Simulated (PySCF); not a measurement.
# SiH to SiH₄: adding ligands

Level: B3LYP in the def2-TZVP basis family, all electrons, no relativity, computed in PySCF with density fitting; open shells unrestricted.

Each entry is the lowest minimum that a search over a few typed start shapes (and spin states, where more than one is plausible) found, or that minimum re-optimised at the stated level; isomers with ligand–ligand bonds, or fragments after loss of a ligand pair, can lie lower.

```json
{"molecule": "SiH", "2S+1": "2", "point group": "C∞v", "mean bond to Si (Å)": "1.530", "polar-tensor charge of Si": "0.17", "lowest ω (cm⁻¹)": "2009", "atomisation (kJ/mol)": "313", "highest ω (cm⁻¹)": "2009"}
{"molecule": "SiH₂", "2S+1": "1", "point group": "C2v", "mean bond to Si (Å)": "1.523", "polar-tensor charge of Si": "0.41", "lowest ω (cm⁻¹)": "1021", "atomisation (kJ/mol)": "643", "highest ω (cm⁻¹)": "2036"}
{"molecule": "SiH₄", "2S+1": "1", "point group": "Td", "mean bond to Si (Å)": "1.480", "polar-tensor charge of Si": "0.95", "lowest ω (cm⁻¹)": "925", "atomisation (kJ/mol)": "1354", "highest ω (cm⁻¹)": "2245"}
```

The bond shortens at every step; the largest change, -0.043 Å, falls between SiH₂ and SiH₄ among the members listed.

The shape changes along the series: C∞v for SiH; C2v for SiH₂; Td for SiH₄.

Left out of the table are members whose search was unfinished or whose lowest solution was spin-contaminated, unstable, very soft or bonded differently.
